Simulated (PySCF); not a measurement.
## Structure elucidation problem

The spectra below were simulated for a compound C$_{3}$H$_{2}$O$_{2}$.

$^{1}$H NMR (400 MHz, computed): δ 6.20 (br s, 1H), 2.48 (s, 1H).

$^{13}$C{$^{1}$H} NMR (computed): δ 158.5 (C), 82.3 (CH), 77.8 (C).

One computed conformer, non-relativistic Hamiltonian, gas phase. Shielding tensors at B97-2/pcSseg-2 (GIAO); structure optimised with PBE0-D3(BJ)/def2-TZVP; PySCF 2.14.0 with density-fitted response routines.

References, each an isolated molecule treated in the same way: $^{1}$H (σ = 31.64 ppm), $^{13}$C (σ = 185.38 ppm) vs TMS.

**Question.** What is the structure?

**Answer.** 
- The formula gives 3 degrees of unsaturation (no ring in the answer).
- 3 carbon signals for 3 carbons: no two carbons are equivalent.
- Carbon types of the structure: 2 × C, 1 × CH, leaving 1 H on heteroatoms.
- δC 158.5: carboxylic acid carbon; it is a carbonyl in resonance with an O or N lone pair, the region of acids, esters and amides.
- δC 82.3: terminal alkyne carbon; sp carbons lie upfield of alkene carbons because the cylindrical π system leaves one tensor component strongly shielded.
- δC 77.8: alkyne carbon; sp carbons lie upfield of alkene carbons because the cylindrical π system leaves one tensor component strongly shielded.
- δH 6.20: hydrogen on an acid hydroxyl oxygen; exchangeable, gas-phase position.
- δH 2.48: hydrogen on a terminal alkyne carbon; it lies on the axis of the triple bond, in its shielding cone.

Structure: `C#CC(=O)O`.

The shifts were computed for this structure.

Exchangeable OH/NH protons stand at their gas-phase positions; hydrogen bonding in a real sample shifts them, mostly to higher δ. Shifts are as computed. Against solution values, carbons near 30 ppm lie about +3 ppm off and those near 130 ppm about +7 ppm. Of 1211 compounds with measured shifts, 218 miss one by over three times the rms of a fit or turn the order of signals round; such compounds aren't used in these exercises. The C=O carbon of an acid or of an amide with N–H lies up to 10 ppm further downfield in solution, through hydrogen bonding that the calculation lacks.
